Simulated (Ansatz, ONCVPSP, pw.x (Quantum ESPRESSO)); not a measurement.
W (diamond): variants of one ONCV potential in the solid

```json
{
  "Element": "tungsten (W)",
  "Generator": "ONCVPSP 4.0.1.1 (patched build)",
  "Type": "optimised norm-conserving Vanderbilt (ONCV)",
  "Functional": "PBEsol",
  "Relativity": "scalar-relativistic",
  "Frozen core": "[Kr] 4d10 4f14",
  "Valence charge": "14",
  "Reference configuration": "5s2 5p6 5d4.5 6s1.5",
  "Partial waves": "5s+6s: rc 1.75 bohr, ncon 5, nbas 8, qcut 5.7 1/bohr, 2 projectors; 5p: rc 1.95 bohr, ncon 4, nbas 7, qcut 8.7 1/bohr, 2 projectors, debl 1 Ha; 5d: rc 2.55 bohr, ncon 5, nbas 10, qcut 6.1 1/bohr, 2 projectors, debl 3.3 Ha",
  "Local potential": "polynomial inside 1.50 bohr (lpopt 5, dvloc0 2 Ha)",
  "Core correction": "Teter function, parameters optimised by the program"
}
```

In the p channel the program set the typed energies aside and used -1.554, 0.250 Ha.

Crystal test: diamond W in pw.x 7.5, no spin, 8³ k-points, Fermi–Dirac smearing 0.01 Ry, cutoffs set for each file from its atomic test. The reference is all-electron LAPW (Ansatz 0.2.0) with the same functional, mesh and smearing; V0 and B0 come from Birch–Murnaghan fits to the pressures at five volumes. Errors are pseudo minus all-electron; Δ is the rms difference of the E(V) curves that follow from these fits, minima aligned, over ±6 % about the mean V0. Mesh and smearing are coarse, so the numbers serve the comparison and aren't converged zero-temperature values; the lattice is a test structure that the element need not adopt.

All-electron: a0 = 5.760 Å (V0 = 23.89 Å³/atom), B0 = 129.0 GPa.

Base: The largest radius (2.55 bohr) exceeds half the bond length (2.36 bohr), so the spheres overlap, which is one possible source of error among others.

| change | cutoffs (Ry) | pw.x | a0 (Å) | a0 error (%) | B0 error (%) | Δ (meV/atom) | mean pressure error (GPa) |
| --- | --- | --- | --- | --- | --- | --- | --- |
| base | 125/500 | converged; energies reset by the program | 5.738 | -0.38 | -0.8 | 7.7 | -1.45 |
| local potential polynomial inside 1.24 bohr (lpopt 5, dvloc0 2 Ha) | 125/500 | converged; energies reset by the program | 5.729 | -0.55 | -0.9 | 11.1 | -2.08 |
| local potential polynomial inside 1.25 bohr (lpopt 5, dvloc0 2 Ha) | 125/500 | converged; energies reset by the program | 5.729 | -0.54 | -0.9 | 10.9 | -2.04 |
| p: qcut 8.4 | 125/500 | converged; energies reset by the program | 5.738 | -0.38 | -0.8 | 7.7 | -1.45 |
| reference 5s2 5p6 5d4 6s2 | 125/500 | converged; energies reset by the program | 5.739 | -0.38 | -0.8 | 7.7 | -1.44 |

**Question.** Give the row for: s: rc 1.82.

**Answer.** pw.x: converged; energies reset by the program; mean pressure error (GPa): -1.47; a0 (Å): 5.738; a0 error (%): -0.39; B0 error (%): -0.8; Δ (meV/atom): 7.8.
